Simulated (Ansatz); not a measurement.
What does this script print? It uses the Python package of Ansatz (0.2.0).

Contents of `f2h2si.xyz`:
```text
5

F    -1.04980    0.51750    1.00770
Si   -0.01440   -0.00950   -0.03570
F     1.22340   -0.54530    0.77130
H    -0.53170   -1.11080   -0.81830
H     0.42230    1.07450   -0.96630
```

The script, `composite_f2h2si.py`:
```python
# -*- coding: utf-8 -*-
"""A composite energy for F2H2Si: DFT geometry, MP2 basis limit, coupled-cluster correction."""

from dataclasses import dataclass
import itertools

import ansatz as az
from ase.data import atomic_numbers, covalent_radii
import numpy as np


@dataclass(frozen=True)
class Settings:
    basis_set: str = "def2-SVP"
    xc: str = "B3LYP"
    dispersion: str = "d4"


opts = Settings()


def main():
    molecule = az.Crystal.molecule_from_extxyz("f2h2si.xyz")

    base = molecule.calculation().basis(gaussian=opts.basis_set).functional(opts.xc, dispersion=opts.dispersion)
    symbols = [site.symbol for site in molecule.cartesian_sites]
    start = np.array([site.position_ang for site in molecule.cartesian_sites], dtype=float)
    report = base.relax(force_tolerance=0.01, max_steps=100).run().report
    end = np.array(report["positions_ang"])
    # pairs closer than 1.2 times the sum of covalent radii, before or after
    radius = [covalent_radii[atomic_numbers[s]] for s in symbols]
    span = lambda where, i, j: np.linalg.norm(where[i] - where[j])
    bonded = [(i, j) for i, j in itertools.combinations(range(len(symbols)), 2) if min(span(start, i, j), span(end, i, j)) < 1.2 * (radius[i] + radius[j])]
    print("pair        before    after (A)")
    for i, j in bonded:
        print(f"{symbols[i]}{i}-{symbols[j]}{j}".ljust(10), f"{span(start, i, j):8.4f} {span(end, i, j):8.4f}")

    minimum = az.Crystal.molecule()
    for symbol, place in zip(symbols, end):
        minimum = minimum.atom(symbol, place.tolist())
    at_minimum = minimum.calculation()
    # MP2 extrapolated to the basis limit, plus the small-basis difference CCSD(T) - MP2
    level = lambda method, basis: at_minimum.basis(gaussian=basis).correlation(method).run().report
    small, large, cluster = level("mp2", "cc-pVDZ"), level("mp2", "cc-pVTZ"), level("ccsd_t", "cc-pVDZ")
    corr = lambda each: (each["free_energy_ev"] - each["reference_energy_ev"]) / 27.211386246
    mp2_limit = (27 * corr(large) - 8 * corr(small)) / 19
    pieces = {"HF / cc-pVTZ": large["reference_energy_ev"] / 27.211386246, "MP2 correlation, DZ-TZ limit": mp2_limit, "CCSD(T) - MP2 / cc-pVDZ": corr(cluster) - corr(small)}
    for name, value in pieces.items():
        print(f"{name:32s} {value:14.6f} Ha")
    print(f"{'sum':32s} {sum(pieces.values()):14.6f} Ha")
    print("T1 diagnostic", round(cluster["correlation"]["coupled_cluster"]["t1_diagnostic"], 4))


if __name__ == "__main__":
    main()
```

Output of `python composite_f2h2si.py`:
```text
pair        before    after (A)
F0-Si1       1.5616   1.6151
Si1-F2       1.5718   1.6151
Si1-H3       1.4467   1.4791
Si1-H4       1.4939   1.4791
HF / cc-pVTZ                        -489.196708 Ha
MP2 correlation, DZ-TZ limit          -0.693174 Ha
CCSD(T) - MP2 / cc-pVDZ               -0.025327 Ha
sum                                 -489.915210 Ha
T1 diagnostic 0.0123
```

Caveats:
- Total energies depend on the basis set; only differences at equal settings carry meaning.
- The sum leaves out core correlation, relativity, the Hartree-Fock basis error and zero-point energy; a DZ-TZ extrapolation is rough.
- b3lyp holds the VWN-RPA fit, as in Gaussian; the form of ORCA and Turbomole is b3lyp5.
- Inner cores stay frozen, so this is valence correlation.
- For Al to Cl the sets with a tight d function, cc-pV(X+d)Z, are usual.
- An extrapolation from small basis sets is rough.
- Hardware and time: 10 s on 1 thread of Arm Neoverse V1, with other jobs on the host, peak memory 0.24 GiB.
